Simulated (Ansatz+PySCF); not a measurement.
The numbers below are computed, except where a source is named.
## PySCF 2.14.0 run

```python
from pyscf import gto, scf, cc

mol = gto.M(atom="""
S 0.000000 0.000000 0.000000
H 1.518590 0.000000 0.000000
H -1.518590 0.000000 0.000000
""", basis='6-31g', charge=0, spin=2)
mf = scf.UHF(mol)
mf.kernel()
mycc = cc.CCSD(mf, frozen=5).run()
et = mycc.ccsd_t()
print(mf.e_tot, mycc.e_corr, et, mycc.e_tot + et)
```

The script is written out from the run's settings.

The run gave:

```json
{
 "Converged": "yes",
 "Reference energy": "-398.49584 hartree",
 "CCSD correlation energy": "-0.05839 hartree",
 "Triples correction": "-0.00063 hartree",
 "Total energy": "-398.55486 hartree",
 "Spin squared of the determinant": "2.048"
}
```

Caution: another spin multiplicity may lie lower.
